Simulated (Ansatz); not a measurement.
Could SrAsPt exist in this structure?

Plane-wave DFT in Ansatz with scalar-relativistic PAW potentials. The crystal relaxes under PBEsol to P6_3/mmc with a = 4.239 Å, c = 8.909 Å, 23.11 Å³/atom. No spin polarisation.

```cif
data_structure
_symmetry_space_group_name_H-M 'P6_3/mmc'
_symmetry_Int_Tables_number 194
_cell_length_a 4.2393
_cell_length_b 4.2393
_cell_length_c 8.9090
_cell_angle_alpha 90.000
_cell_angle_beta 90.000
_cell_angle_gamma 120.000
_cell_volume 138.66
loop_
_atom_site_label
_atom_site_type_symbol
_atom_site_symmetry_multiplicity
_atom_site_Wyckoff_symbol
_atom_site_fract_x
_atom_site_fract_y
_atom_site_fract_z
_atom_site_occupancy
Sr1 Sr 2 a 0.00000 0.00000 0.50000 1
As1 As 2 d 0.33333 0.66667 0.75000 1
Pt1 Pt 2 c 0.33333 0.66667 0.25000 1
```

Test it against the elements, against displacements at the zone centre and against strain.

- Energy over the elements: -1.000 eV/atom (PBEsol, standard states in the same functional, gases uncorrected)
- Optical modes at Γ: all 15 real, 54 to 224 cm⁻¹ (LDA, no gap at this level, so no LO-TO term)
- Least eigenvalue of the elastic tensor: 33 GPa (LDA, smearing 0.15 eV on a cell relaxed with it; where the run has no gap this value hangs on mesh and smearing)

It passes all three tests. So it is a local minimum against everything tried and bound against the elements. Modes at other wave vectors, other structures and decomposition into other compounds weren't tested here. The modes and the tensor belong to cells relaxed at their own level (22.41 Å³/atom for the tensor), not to the cell shown; modes and shear constants soften as a cell grows, so the larger cell shown may fail a test that the smaller one passes.

Spin-orbit coupling is left out, which matters for the bands of heavy elements.